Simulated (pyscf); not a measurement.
Single points on ωB97X-D3(BJ)/def2-SVP structures (PySCF, gas phase).

### Question
What is the homolytic dissociation enthalpy (298 K, ωB97M-D3(BJ)/def2-TZVP) of the C–O bond of Li–O–C(CH₃)(CH₃)–CH₃, to Li–O• + H₃C–C•(CH₃)–CH₃?

### Answer
C–O to Li–O• + H₃C–C•(CH₃)–CH₃: 98.7 kcal/mol. The 7 functionals that were run give +93.7 (r²SCAN) to +101.3 kcal/mol (M06-2X). Other isomers of H₃C–C•(CH₃)–CH₃ were not searched in full and may lie lower. The term symbol of open-shell Li–O• was not checked; spin-orbit terms are left out.
